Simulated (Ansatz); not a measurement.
1T (CdI2-type) SnSe2, treated with PBE-D4 (Ansatz, a quantum-chemistry and plane-wave program, plane waves, PAW).

Run with plane-wave cutoff 500 eV, 12×12×6 k mesh (along the axes of the cell as run), Fermi–Dirac smearing 0.05 eV, scalar-relativistic PAW data made under PBE.

Computed at the level's own relaxed cell.

**Question.** Estimate the equilibrium volume per atom, lattice parameter a and lattice parameter c that the calculation returns.

**Answer.** 
* **equilibrium volume per atom**: 25.53 Å³/atom
* **lattice parameter a**: 3.838 Å
* **lattice parameter c**: 6.003 Å

Measured, for comparison: lattice parameter c 6.14 Å (temperature not stated, not corrected to a static lattice; as tabulated in Gonzalez and Oleynik (2016), arXiv:1609.04381). Computed (rounded) less measured: lattice parameter c -2.2 %.

Spin–orbit coupling is not included.

Static lattice: no zero-point or thermal effects.

It cost roughly 100 core-seconds of CPU time.
